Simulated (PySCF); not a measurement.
**GaH$_{3}$, triplet in cc-pVDZ: errors against RCCSDT**

Geometry: a point of a stretch scan, not a stationary point.

```xyz
4

Ga    0.0012    0.0270   -0.0400
H     0.0012   -1.4783   -0.5358
H     0.3184   -0.1670    1.4442
H    -0.4042   -0.2209    1.8569
```

Basis cc-pVDZ; PySCF 2.14.0. Only valence electrons are correlated (noble-gas cores and the filled d shells of p-block atoms frozen), which leaves 6 electrons in 28 orbitals. Prefix R: restricted or restricted open-shell reference; prefix U: unrestricted. No spin–orbit coupling is included, and no scalar relativity.

Full CI isn't at hand for all of this; RCCSDT serves as the reference. It lacks quadruple excitations. The frozen core follows each run's orbitals, which can shift R against U totals by a few meV for light atoms and by up to 0.1 eV past Ca.

- UHF ⟨S²⟩: 2.006
- T1 diagnostic (ROHF- or RHF-based CCSD): 0.0218
- largest doubles amplitude (ROHF- or RHF-based CCSD): 0.027

| level | E − E(RCCSDT) (kJ/mol) | share of correlation (%) | wall time |
| --- | --- | --- | --- |
| RHF | 247.6 | 0.00 | – |
| RMP2 | 62.4 | 74.80 | – |
| RCCSD | 5.8 | 97.68 | – |
| RCCSD(T) | 1.4 | 99.43 | 1.5 s |

The correlation energy at RCCSDT, counted from RHF, is -2.566 eV. That run took 17 s on 1 thread of Arm Neoverse N1, shared host.

Run but not shown, since their state, orbitals or frozen core can't be matched to the reference's or they repeat it: UHF, UMP2, UCCSD, UCCSD(T).

Times are those of the correlated step on a shared host, with one SCF added for the restricted CCSD run; they ran on 1 thread of Arm Neoverse N1.
